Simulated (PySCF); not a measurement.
isobutene (C₄H₈), SMILES C=C(C)C. Heavy atoms are numbered as in [CH3:1][C:2]([CH3:3])=[CH2:4]. Hydrogens are named by the atom that carries them.

Coordinates come from a B3LYP-D3(BJ)/def2-SVP optimisation.

Level of theory: HF/pcSseg-1 (PySCF).

GIAO shieldings, no solvent; atoms alike by connectivity are averaged. δ = σ(ref) − σ: ¹³C against TMS (σ = 192.6 ppm); ¹H against TMS (σ = 31.99 ppm), references at their B3LYP-D3(BJ)/def2-TZVP geometries, non-relativistic.

Question: Estimate the chemical shifts. (An estimate is asked for; the answer gives what the named calculation found.)

Answer: 
```tsv
nucleus	atoms	count	δ (ppm)
¹³C	C2	1	153.3
¹³C	C4 (CH2)	1	120.3
¹³C	C1 (CH3)	2	26.1
¹H	H on C4	2	5.32
¹H	H on C1	6	2.06
```
